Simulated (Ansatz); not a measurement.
# NH₄⁺ ··· CH₅N

The pair of NH₄⁺ (SMILES [NH4+], atoms 1–5) and CH₅N (SMILES CN, atoms 6–12), both closed shells, in one local arrangement (a lower one may exist), relaxed at PBE0-D4/def2-TZVP:

| atom | x (Å) | y (Å) | z (Å) |
| --- | --- | --- | --- |
| N1 | 0.6197 | 0.2233 | -2.0737 |
| H2 | 1.6006 | -0.0002 | -1.8930 |
| H3 | 0.2335 | -0.4545 | -2.7341 |
| H4 | 0.5537 | 1.1615 | -2.4736 |
| H5 | 0.0851 | 0.1854 | -1.1823 |
| C6 | -0.0989 | -0.1536 | 1.0257 |
| N7 | -0.7127 | -0.2457 | 2.3113 |
| H8 | -0.8100 | 0.1387 | 0.2049 |
| H9 | 0.3438 | -1.1194 | 0.7618 |
| H10 | 0.7051 | 0.5887 | 1.0566 |
| H11 | -1.4282 | -0.9564 | 2.3612 |
| H12 | -1.0919 | 0.6321 | 2.6354 |

Program: Ansatz 0.2.0. Basis: def2-TZVPPD, with def2-QZVPPD for the basis limit. Cores are frozen in the correlated methods. B3LYP uses VWN-RPA correlation. Extrapolation: Hartree–Fock as exp(−7.88 √X), correlation as X^−2.97. Interaction energies count from these two fragments, frozen as in the pair, with the counterpoise correction; negative means bound.

(1) What is the interaction energy by CCSD(T) at an estimated basis limit (MP2 extrapolated from triple and quadruple zeta, plus CCSD(T) − MP2 in triple zeta)? (An estimate is asked for; the value comes from the calculation.)

(2) Which atoms make the shortest contact between the fragments?

No T1 diagnostic of these runs exceeds 0.009.

Results:

(1) Computed: -4.91 kcal/mol. Hartree–Fock alone gives -1.80 kcal/mol at the basis limit. It counts from the two fragments frozen as in the pair.

The same quantity by other methods in triple zeta, and each one's difference from that estimate:
```csv
method,E_int (kcal/mol),difference
PBE-D4,-7.21,-2.30
revPBE-D4,-6.25,-1.34
BLYP-D4,-6.33,-1.42
r2SCAN-D4,-6.38,-1.47
B97M-V,-6.23,-1.31
PBE0-D4,-6.09,-1.17
B3LYP-D4,-5.75,-0.83
HSE06-D4,-6.12,-1.21
wB97X-V,-4.97,-0.06
wB97M-V,-5.14,-0.23
B2PLYP,-4.78,0.13
HF,-1.78,3.13
MP2,-4.61,0.31
CCSD,-4.14,0.77
CCSD(T),-4.66,0.25
```
Differences are method less estimate.

(2) H5 and H8, 1.65 Å apart.

Energy to bend the free fragments (PBE0-D4 minima) into their shapes in the pair, CCSD(T)/def2-TZVPPD: NH₄⁺ 0.14 kcal/mol; CH₅N 1.04 kcal/mol. This must be added to the interaction energy to get the binding energy from relaxed fragments.

Basis-set superposition shift (counterpoise-corrected less uncorrected): CCSD(T) 0.36; MP2 0.36; HF 0.04; PBE0-D4 0.06; wB97M-V 0.05 kcal/mol.

For scale, one of the runs: CCSD(T)/def2-TZVPPD, 264 basis functions, launched by `ansatz run in.yaml --threads 4 --pin off --events-out ev --progress --plain --max-ram 9574MiB`. Time: 91 s of wall clock on 4 CPU threads of an Arm Neoverse V2; the host was shared. Peak host memory: 6.7 GiB.
